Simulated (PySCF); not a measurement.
Gas-phase reaction: 2 SiHF = Si + F + SiH₂F

Method: PySCF energies (xtb for GFN2) plus ideal-gas RRHO corrections (1 bar). † marks an energy on the PBE0/def2-TZVP geometry and frequencies; other levels use their own. CCSD(T) freezes the core. 6-31G* has spherical d functions here. Open shells (unrestricted): Si (multiplicity 3, electronic degeneracy 9), F (multiplicity 2, electronic degeneracy 6), SiH₂F (multiplicity 2); the rest are closed-shell singlets. GFN2 has no spin-polarisation term. Spin-orbit splitting is ignored; it lowers the true energy and changes the entropy of Si, F. SiHF, SiH₂F: computed as isolated molecules; such fragments, hydroxides, amides, oligomers or adducts are transient or little studied in the gas. CCSD(T) isn't extrapolated to the basis-set limit; its ΔH°(298 K) is 585.1 kJ in def2-SVP and 633.0 kJ in def2-TZVPP. The harmonic model lacks anharmonicity and excited electronic states, which grow with temperature; levels with a mode under 35 cm⁻¹ are left out.

```tsv
level	ΔE electronic, kJ	ΔH°(298 K), kJ	ΔS°(298 K), J/K	ΔG°(1200 K), kJ
CCSD(T)/def2-TZVPP†	629	633	101	505
GFN2-xTB	722	726	103	596
HF/6-31G*	379	383	101	255
M06-2X/def2-TZVP†	652	656	101	528
PBE/def2-SVP	643	647	100	520
PBE0/def2-TZVP	611	616	101	488
r2SCAN/def2-TZVP†	607	611	101	484
```
ΔH° is lowest at HF/6-31G* and highest at GFN2-xTB. No reference value is set beside these.
